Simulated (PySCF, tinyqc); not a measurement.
Worked calculation (part 1 of 2): RHF in the sto-3g basis, for BH, spin multiplicity 1. The lowest restricted solution is unstable here: a spin-polarised one lies 0.0199 hartree lower (PySCF). Computed by tinyqc, a small Python program that keeps every step (integrals from PySCF). Settings: charge = 0, multiplicity = 1, basis = sto-3g, energy threshold = 1e-10, iteration cap = 83, orthogonalisation = symmetric, start = core, DIIS depth = 6, method = RHF. Command: `OMP_NUM_THREADS=1 python tinyqc.py 20625 20626 out.jsonl` (the two numbers bound the seeds that draw the settings). One thread of a shared host (Intel(R) Xeon(R) Processor @ 2.60GHz), about 0.07 s of CPU time with the checks. Later iterations appear only in the table of the cycle.

## One-electron integrals

Geometry (angstrom):
```
atom         x         y         z
B     0.000000  0.000000  0.000000
H     0.000000  0.000000  1.937000
```

Basis sto-3g: exponents (1/bohr^2) and contraction coefficients of normalised primitives:
```
element  l (shell)   exponent  coefficient
B            s (1)  48.791113     0.154329
B            s (1)   8.887362     0.535328
B            s (1)   2.405267     0.444635
B            s (2)   2.236956    -0.099967
B            s (2)   0.519821     0.399513
B            s (2)   0.169062     0.700115
B            p (3)   2.236956     0.155916
B            p (3)   0.519821     0.607684
B            p (3)   0.169062     0.391957
H            s (1)   3.425251     0.154329
H            s (1)   0.623914     0.535328
H            s (1)   0.168855     0.444635
```

Overlap, kinetic and nuclear-attraction integrals over the contracted functions; the nuclear repulsion is the sum of Za Zb / Rab.

nuclear repulsion = 1.36597112 hartree

overlap S:
```
           1B 1s     1B 2s    1B 2px    1B 2py    1B 2pz     2H 1s
1B 1s   1.000000  0.269328  0.000000  0.000000  0.000000  0.012513
1B 2s   0.269328  1.000000  0.000000  0.000000  0.000000  0.179059
1B 2px  0.000000  0.000000  1.000000  0.000000  0.000000  0.000000
1B 2py  0.000000  0.000000  0.000000  1.000000  0.000000  0.000000
1B 2pz  0.000000  0.000000  0.000000  0.000000  1.000000  0.226613
2H 1s   0.012513  0.179059  0.000000  0.000000  0.226613  1.000000
```

kinetic energy T (hartree):
```
            1B 1s      1B 2s    1B 2px    1B 2py    1B 2pz      2H 1s
1B 1s   10.826302  -0.047967  0.000000  0.000000  0.000000  -0.004024
1B 2s   -0.047967   0.359168  0.000000  0.000000  0.000000  -0.005234
1B 2px   0.000000   0.000000  1.123881  0.000000  0.000000   0.000000
1B 2py   0.000000   0.000000  0.000000  1.123881  0.000000   0.000000
1B 2pz   0.000000   0.000000  0.000000  0.000000  1.123881   0.024474
2H 1s   -0.004024  -0.005234  0.000000  0.000000  0.024474   0.760032
```

nuclear attraction V (hartree):
```
             1B 1s      1B 2s     1B 2px     1B 2py     1B 2pz      2H 1s
1B 1s   -23.420582  -3.212941   0.000000   0.000000  -0.007014  -0.149705
1B 2s    -3.212941  -4.044475   0.000000   0.000000  -0.071060  -0.527304
1B 2px    0.000000   0.000000  -4.001027   0.000000   0.000000   0.000000
1B 2py    0.000000   0.000000   0.000000  -4.001027   0.000000   0.000000
1B 2pz   -0.007014  -0.071060   0.000000   0.000000  -4.040398  -0.621335
2H 1s    -0.149705  -0.527304   0.000000   0.000000  -0.621335  -2.591873
```

core Hamiltonian H = T + V (hartree):
```
             1B 1s      1B 2s     1B 2px     1B 2py     1B 2pz      2H 1s
1B 1s   -12.594280  -3.260908   0.000000   0.000000  -0.007014  -0.153729
1B 2s    -3.260908  -3.685307   0.000000   0.000000  -0.071060  -0.532539
1B 2px    0.000000   0.000000  -2.877146   0.000000   0.000000   0.000000
1B 2py    0.000000   0.000000   0.000000  -2.877146   0.000000   0.000000
1B 2pz   -0.007014  -0.071060   0.000000   0.000000  -2.916517  -0.596860
2H 1s    -0.153729  -0.532539   0.000000   0.000000  -0.596860  -1.831841
```

## Two-electron integrals

Functions are numbered as in S; the eight-fold symmetry (ij|kl) = (ji|kl) = (kl|ij) leaves the list below.

Two-electron integrals (ij|kl) in chemists' order, unique and non-zero (hartree):
```
(11|11) 2.923513   (21|11) 0.518376   (21|21) 0.109262   (22|11) 0.744229
(22|21) 0.193177   (22|22) 0.544804   (31|31) 0.020264   (32|31) 0.029996
(32|32) 0.120346   (33|11) 0.742491   (33|21) 0.193240   (33|22) 0.544682
(33|33) 0.586773   (41|41) 0.020264   (42|41) 0.029996   (42|42) 0.120346
(43|43) 0.031630   (44|11) 0.742491   (44|21) 0.193240   (44|22) 0.544682
(44|33) 0.523513   (44|44) 0.586773   (51|51) 0.020264   (52|51) 0.029996
(52|52) 0.120346   (53|53) 0.031630   (54|54) 0.031630   (55|11) 0.742491
(55|21) 0.193240   (55|22) 0.544682   (55|33) 0.523513   (55|44) 0.523513
(55|55) 0.586773   (61|11) 0.023923   (61|21) 0.005029   (61|22) 0.008938
(61|33) 0.008903   (61|44) 0.008903   (61|51) 0.000372   (61|52) 0.000689
(61|55) 0.009014   (61|61) 0.000239   (62|11) 0.083643   (62|21) 0.022197
(62|22) 0.072637   (62|33) 0.070418   (62|44) 0.070418   (62|51) 0.002386
(62|52) 0.016742   (62|55) 0.076996   (62|61) 0.001093   (62|62) 0.016500
(63|31) 0.001785   (63|32) 0.009240   (63|53) 0.002845   (63|63) 0.001391
(64|41) 0.001785   (64|42) 0.009240   (64|54) 0.002845   (64|64) 0.001391
(65|11) 0.092459   (65|21) 0.024779   (65|22) 0.084989   (65|33) 0.080960
(65|44) 0.080960   (65|51) 0.003863   (65|52) 0.025855   (65|55) 0.092945
(65|61) 0.001253   (65|62) 0.022152   (65|65) 0.030535   (66|11) 0.273028
(66|21) 0.073516   (66|22) 0.270898   (66|33) 0.259138   (66|44) 0.259138
(66|51) 0.006956   (66|52) 0.068026   (66|55) 0.294081   (66|61) 0.003609
(66|62) 0.089518   (66|65) 0.129074   (66|66) 0.774606
```

## Orthogonalisation

S = U s U^T; symmetric (Loewdin) form X = U s^(-1/2) U^T, so that X^T S X = 1.

eigenvalues of S: 0.650480  0.822076  1.000000  1.000000  1.165490  1.361955

X:
```
            1B 1s      1B 2s    1B 2px    1B 2py     1B 2pz      2H 1s
1B 1s    1.029121  -0.143360  0.000000  0.000000  -0.002686   0.013444
1B 2s   -0.143360   1.042603  0.000000  0.000000   0.016874  -0.097785
1B 2px   0.000000   0.000000  1.000000  0.000000   0.000000   0.000000
1B 2py   0.000000   0.000000  0.000000  1.000000   0.000000   0.000000
1B 2pz  -0.002686   0.016874  0.000000  0.000000   1.020533  -0.119714
2H 1s    0.013444  -0.097785  0.000000  0.000000  -0.119714   1.033718
```

## Starting guess

The start is the orbitals of the core Hamiltonian; D = 2 C_occ C_occ^T.

D at the start:
```
            1B 1s      1B 2s    1B 2px    1B 2py     1B 2pz      2H 1s
1B 1s    2.158358  -0.589166  0.000000  0.000000  -0.010457   0.030963
1B 2s   -0.589166   2.191002  0.000000  0.000000   0.043865  -0.105509
1B 2px   0.000000   0.000000  0.000000  0.000000   0.000000   0.000000
1B 2py   0.000000   0.000000  0.000000  0.000000   0.000000   0.000000
1B 2pz  -0.010457   0.043865  0.000000  0.000000   2.055320  -0.143787
2H 1s    0.030963  -0.105509  0.000000  0.000000  -0.143787   0.014854
```

## Iteration 1: building the Fock matrix

J_ij = sum D_kl (ij|kl), K_ij = sum D_kl (ik|jl); F = H + J - 0.5 K; E = tr D H + tr D J / 2 - 0.25 tr D K + E_nn.

Coulomb J (hartree):
```
           1B 1s     1B 2s    1B 2px    1B 2py    1B 2pz     2H 1s
1B 1s   8.817133  1.800110  0.000000  0.000000  0.000720  0.083349
1B 2s   1.800110  3.656658  0.000000  0.000000  0.000016  0.464739
1B 2px  0.000000  0.000000  3.610508  0.000000  0.000000  0.000000
1B 2py  0.000000  0.000000  0.000000  3.610508  0.000000  0.000000
1B 2pz  0.000720  0.000016  0.000000  0.000000  3.736217  0.538333
2H 1s   0.083349  0.464739  0.000000  0.000000  0.538333  1.662180
```

exchange K (hartree):
```
           1B 1s     1B 2s    1B 2px    1B 2py    1B 2pz     2H 1s
1B 1s   5.980527  1.099932  0.000000  0.000000  0.000170  0.055651
1B 2s   1.099932  1.430693  0.000000  0.000000  0.002485  0.169345
1B 2px  0.000000  0.000000  0.334441  0.000000  0.000000  0.000000
1B 2py  0.000000  0.000000  0.000000  0.334441  0.000000  0.000000
1B 2pz  0.000170  0.002485  0.000000  0.000000  1.446583  0.177064
2H 1s   0.055651  0.169345  0.000000  0.000000  0.177064  0.055775
```

Fock matrix F (hartree):
```
            1B 1s      1B 2s    1B 2px    1B 2py     1B 2pz      2H 1s
1B 1s   -6.767411  -2.010764  0.000000  0.000000  -0.006379  -0.098205
1B 2s   -2.010764  -0.743995  0.000000  0.000000  -0.072287  -0.152472
1B 2px   0.000000   0.000000  0.566141  0.000000   0.000000   0.000000
1B 2py   0.000000   0.000000  0.000000  0.566141   0.000000   0.000000
1B 2pz  -0.006379  -0.072287  0.000000  0.000000   0.096408  -0.147060
2H 1s   -0.098205  -0.152472  0.000000  0.000000  -0.147060  -0.197549
```

total energy of this density = -24.02307286 hartree

## Iteration 1: diagonalisation and new density

Diagonalise F' = X^T F X, C = X C', fill 3 alpha and 3 beta electrons from the bottom; D = 2 C_occ C_occ^T. Each column has its largest component positive (the first on a tie).

F' = X^T F X (hartree):
```
           1          2         3         4          5          6
1  -6.591453  -1.082928  0.000000  0.000000  -0.003865   0.017926
2  -1.082928  -0.322288  0.000000  0.000000  -0.049309  -0.094064
3   0.000000   0.000000  0.566141  0.000000   0.000000   0.000000
4   0.000000   0.000000  0.000000  0.566141   0.000000   0.000000
5  -0.003865  -0.049309  0.000000  0.000000   0.131530  -0.140835
6   0.017926  -0.094064  0.000000  0.000000  -0.140835  -0.149944
```

orbital energies (hartree): MO1 -6.773266, MO2 -0.286509, MO3 -0.062489, MO4 0.190110, MO5 0.566141, MO6 0.566141

coefficients C:
```
              MO1        MO2        MO3        MO4        MO5       MO6
1B 1s    0.991174  -0.175383  -0.258156  -0.001310   0.000000  0.000000
1B 2s    0.031291   0.554221   0.899234   0.025625   0.000000  0.000000
1B 2px   0.000000   0.000000   0.000000   0.000000   0.815206  0.579171
1B 2py   0.000000   0.000000   0.000000   0.000000  -0.579171  0.815206
1B 2pz   0.001942   0.245503  -0.127421   0.989747   0.000000  0.000000
2H 1s   -0.003429   0.670412  -0.629071  -0.497446   0.000000  0.000000
```

D after iteration 1:
```
            1B 1s      1B 2s    1B 2px    1B 2py     1B 2pz      2H 1s
1B 1s    2.159658  -0.596657  0.000000  0.000000  -0.016475   0.082842
1B 2s   -0.596657   2.233524  0.000000  0.000000   0.043085  -0.388465
1B 2px   0.000000   0.000000  0.000000  0.000000   0.000000   0.000000
1B 2py   0.000000   0.000000  0.000000  0.000000   0.000000   0.000000
1B 2pz  -0.016475   0.043085  0.000000  0.000000   0.153023   0.489476
2H 1s    0.082842  -0.388465  0.000000  0.000000   0.489476   1.690388
```

Within a degenerate level the vectors are fixed only up to a rotation; this is one choice.

## Iteration 2: building the Fock matrix

As before.

Coulomb J (hartree):
```
           1B 1s     1B 2s    1B 2px    1B 2py    1B 2pz     2H 1s
1B 1s   7.962090  1.582284  0.000000  0.000000  0.015665  0.073573
1B 2s   1.582284  3.163112  0.000000  0.000000  0.136790  0.489903
1B 2px  0.000000  0.000000  3.133665  0.000000  0.000000  0.000000
1B 2py  0.000000  0.000000  0.000000  3.133665  0.000000  0.000000
1B 2pz  0.015665  0.136790  0.000000  0.000000  3.209054  0.607334
2H 1s   0.073573  0.489903  0.000000  0.000000  0.607334  2.524401
```

exchange K (hartree):
```
           1B 1s     1B 2s    1B 2px    1B 2py    1B 2pz     2H 1s
1B 1s   5.943167  1.044934  0.000000  0.000000  0.003270  0.052343
1B 2s   1.044934  1.232220  0.000000  0.000000  0.075495  0.252437
1B 2px  0.000000  0.000000  0.279857  0.000000  0.000000  0.000000
1B 2py  0.000000  0.000000  0.000000  0.279857  0.000000  0.000000
1B 2pz  0.003270  0.075495  0.000000  0.000000  0.489709  0.397531
2H 1s   0.052343  0.252437  0.000000  0.000000  0.397531  1.409394
```

Fock matrix F (hartree):
```
            1B 1s      1B 2s    1B 2px    1B 2py     1B 2pz      2H 1s
1B 1s   -7.603774  -2.201092  0.000000  0.000000   0.007016  -0.106328
1B 2s   -2.201092  -1.138306  0.000000  0.000000   0.027983  -0.168854
1B 2px   0.000000   0.000000  0.116590  0.000000   0.000000   0.000000
1B 2py   0.000000   0.000000  0.000000  0.116590   0.000000   0.000000
1B 2pz   0.007016   0.027983  0.000000  0.000000   0.047683  -0.188292
2H 1s   -0.106328  -0.168854  0.000000  0.000000  -0.188292  -0.012137
```

total energy of this density = -24.48562586 hartree

## Iteration 2: DIIS over 2 matrices

error matrix X^T (FDS - SDF) X:
```
           1          2         3         4          5          6
1   0.000000   0.000477  0.000000  0.000000   0.003291  -0.002084
2  -0.000477   0.000000  0.000000  0.000000  -0.207738   0.091919
3   0.000000   0.000000  0.000000  0.000000   0.000000   0.000000
4   0.000000   0.000000  0.000000  0.000000   0.000000   0.000000
5  -0.003291   0.207738  0.000000  0.000000   0.000000  -0.273357
6   0.002084  -0.091919  0.000000  0.000000   0.273357   0.000000
```

B (overlaps of the stored error matrices):
```
                1               2
1   2.5436377e-01  -1.3444266e-01
2  -1.3444266e-01   2.5268651e-01
```

Minimise |sum c_i e_i|^2 with sum c_i = 1: solve [B -1; -1 0][c; lambda] = [0; -1] with B_ij = tr e_i^T e_j, and take F = sum c_i F_i.

DIIS coefficients: 0.498919  0.501081

extrapolated F (hartree):
```
            1B 1s      1B 2s    1B 2px    1B 2py     1B 2pz      2H 1s
1B 1s   -7.186497  -2.106133  0.000000  0.000000   0.000333  -0.102275
1B 2s   -2.106133  -0.941577  0.000000  0.000000  -0.022044  -0.160681
1B 2px   0.000000   0.000000  0.340880  0.000000   0.000000   0.000000
1B 2py   0.000000   0.000000  0.000000  0.340880   0.000000   0.000000
1B 2pz   0.000333  -0.022044  0.000000  0.000000   0.071993  -0.167721
2H 1s   -0.102275  -0.160681  0.000000  0.000000  -0.167721  -0.104643
```

## Iteration 2: diagonalisation and new density

As before.

F' = X^T F X (hartree):
```
           1          2         3         4          5          6
1  -7.011283  -1.095942  0.000000  0.000000  -0.004239   0.017458
2  -1.095942  -0.512922  0.000000  0.000000   0.003780  -0.100284
3   0.000000   0.000000  0.340880  0.000000   0.000000   0.000000
4   0.000000   0.000000  0.000000  0.340880   0.000000   0.000000
5  -0.004239   0.003780  0.000000  0.000000   0.114155  -0.176389
6   0.017458  -0.100284  0.000000  0.000000  -0.176389  -0.044916
```

orbital energies (hartree): MO1 -7.191137, MO2 -0.371365, MO3 -0.126896, MO4 0.234431, MO5 0.340880, MO6 0.340880

coefficients C:
```
              MO1        MO2        MO3        MO4       MO5        MO6
1B 1s    0.992319  -0.281339   0.118878  -0.043012  0.000000   0.000000
1B 2s    0.027391   0.943113  -0.441141   0.180560  0.000000   0.000000
1B 2px   0.000000   0.000000   0.000000   0.000000  0.860456  -0.509524
1B 2py   0.000000   0.000000   0.000000   0.000000  0.509524   0.860456
1B 2pz   0.000593   0.096141   0.471020   0.908300  0.000000   0.000000
2H 1s   -0.002757   0.260174   0.744395  -0.686166  0.000000   0.000000
```

D after iteration 2:
```
            1B 1s      1B 2s    1B 2px    1B 2py     1B 2pz      2H 1s
1B 1s    2.155961  -0.581191  0.000000  0.000000   0.059068   0.025118
1B 2s   -0.581191   2.169634  0.000000  0.000000  -0.234197  -0.166171
1B 2px   0.000000   0.000000  0.000000  0.000000   0.000000   0.000000
1B 2py   0.000000   0.000000  0.000000  0.000000   0.000000   0.000000
1B 2pz   0.059068  -0.234197  0.000000  0.000000   0.462206   0.751273
2H 1s    0.025118  -0.166171  0.000000  0.000000   0.751273   1.243645
```

Within a degenerate level the vectors are fixed only up to a rotation; this is one choice.

## Iteration 3: building the Fock matrix

As before.

Coulomb J (hartree):
```
           1B 1s     1B 2s    1B 2px    1B 2py    1B 2pz     2H 1s
1B 1s   8.110195  1.620571  0.000000  0.000000  0.002025  0.075033
1B 2s   1.620571  3.254674  0.000000  0.000000  0.065094  0.479338
1B 2px  0.000000  0.000000  3.220860  0.000000  0.000000  0.000000
1B 2py  0.000000  0.000000  0.000000  3.220860  0.000000  0.000000
1B 2pz  0.002025  0.065094  0.000000  0.000000  3.309385  0.585340
2H 1s   0.075033  0.479338  0.000000  0.000000  0.585340  2.323524
```

exchange K (hartree):
```
           1B 1s      1B 2s    1B 2px    1B 2py     1B 2pz     2H 1s
1B 1s   5.947240   1.055269  0.000000  0.000000   0.002106  0.054231
1B 2s   1.055269   1.271318  0.000000  0.000000  -0.053965  0.273166
1B 2px  0.000000   0.000000  0.287570  0.000000   0.000000  0.000000
1B 2py  0.000000   0.000000  0.000000  0.287570   0.000000  0.000000
1B 2pz  0.002106  -0.053965  0.000000  0.000000   0.710367  0.444591
2H 1s   0.054231   0.273166  0.000000  0.000000   0.444591  1.166633
```

Fock matrix F (hartree):
```
            1B 1s      1B 2s    1B 2px    1B 2py     1B 2pz      2H 1s
1B 1s   -7.457705  -2.167972  0.000000  0.000000  -0.006042  -0.105812
1B 2s   -2.167972  -1.066292  0.000000  0.000000   0.021017  -0.189784
1B 2px   0.000000   0.000000  0.199929  0.000000   0.000000   0.000000
1B 2py   0.000000   0.000000  0.000000  0.199929   0.000000   0.000000
1B 2pz  -0.006042   0.021017  0.000000  0.000000   0.037684  -0.233817
2H 1s   -0.105812  -0.189784  0.000000  0.000000  -0.233817  -0.091634
```

total energy of this density = -24.61005123 hartree

## Iteration 3: DIIS over 3 matrices

error matrix X^T (FDS - SDF) X:
```
           1          2         3         4          5          6
1   0.000000   0.000289  0.000000  0.000000   0.014696  -0.007804
2  -0.000289   0.000000  0.000000  0.000000  -0.073726   0.037168
3   0.000000   0.000000  0.000000  0.000000   0.000000   0.000000
4   0.000000   0.000000  0.000000  0.000000   0.000000   0.000000
5  -0.014696   0.073726  0.000000  0.000000   0.000000  -0.100743
6   0.007804  -0.037168  0.000000  0.000000   0.100743   0.000000
```

B (overlaps of the stored error matrices):
```
                1               2               3
1   2.5436377e-01  -1.3444266e-01  -4.7292290e-02
2  -1.3444266e-01   2.5268651e-01   9.2671553e-02
3  -4.7292290e-02   9.2671553e-02   3.4486380e-02
```

As before.

DIIS coefficients: -0.007190  -0.581659  1.588849

extrapolated F (hartree):
```
            1B 1s      1B 2s    1B 2px    1B 2py     1B 2pz      2H 1s
1B 1s   -7.377706  -2.149838  0.000000  0.000000  -0.013634  -0.105566
1B 2s   -2.149838  -1.026723  0.000000  0.000000   0.017636  -0.202226
1B 2px   0.000000   0.000000  0.245770  0.000000   0.000000   0.000000
1B 2py   0.000000   0.000000  0.000000  0.245770   0.000000   0.000000
1B 2pz  -0.013634   0.017636  0.000000  0.000000   0.031446  -0.260920
2H 1s   -0.105566  -0.202226  0.000000  0.000000  -0.260920  -0.137112
```

## Iteration 3: diagonalisation and new density

As before.

F' = X^T F X (hartree):
```
           1          2         3         4          5          6
1  -7.202469  -1.104080  0.000000  0.000000  -0.026218   0.023168
2  -1.104080  -0.586514  0.000000  0.000000   0.060318  -0.141754
3   0.000000   0.000000  0.245770  0.000000   0.000000   0.000000
4   0.000000   0.000000  0.000000  0.245770   0.000000   0.000000
5  -0.026218   0.060318  0.000000  0.000000   0.095820  -0.272380
6   0.023168  -0.141754  0.000000  0.000000  -0.272380  -0.048579
```

orbital energies (hartree): MO1 -7.381890, MO2 -0.459907, MO3 -0.231531, MO4 0.245770, MO5 0.245770, MO6 0.331587

coefficients C:
```
              MO1        MO2        MO3        MO4       MO5        MO6
1B 1s    0.992808  -0.278679   0.108354   0.000000  0.000000  -0.068992
1B 2s    0.025712   0.937139  -0.407644   0.000000  0.000000   0.268989
1B 2px   0.000000   0.000000   0.000000  -0.655464  0.755226   0.000000
1B 2py   0.000000   0.000000   0.000000   0.755226  0.655464   0.000000
1B 2pz   0.002261   0.049859   0.565126   0.000000  0.000000   0.856885
2H 1s   -0.002606   0.286056   0.671372   0.000000  0.000000  -0.748379
```

D after iteration 3:
```
            1B 1s      1B 2s    1B 2px    1B 2py     1B 2pz      2H 1s
1B 1s    2.150142  -0.559608  0.000000  0.000000   0.099168  -0.019119
1B 2s   -0.559608   2.090128  0.000000  0.000000  -0.367176  -0.011348
1B 2px   0.000000   0.000000  0.000000  0.000000   0.000000   0.000000
1B 2py   0.000000   0.000000  0.000000  0.000000   0.000000   0.000000
1B 2pz   0.099168  -0.367176  0.000000  0.000000   0.643717   0.787333
2H 1s   -0.019119  -0.011348  0.000000  0.000000   0.787333   1.065151
```

Within a degenerate level the vectors are fixed only up to a rotation; this is one choice.
